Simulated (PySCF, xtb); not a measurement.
allene (C₃H₄), SMILES C(=C)=C.

GFN2-xTB (xtb) at its own geometry gives an orbital gap of 5.63 eV and a dipole moment of 0.00 D.

Geometry: PBE0-D3(BJ)/def2-TZVP.

Problem. What does PBE/def2-TZVPD in PySCF give? (The exact figures need the calculation; the answer reports its results.)

Solution. gap 5.81 eV (levels -6.56 and -0.75 eV), dipole 0.00 D.
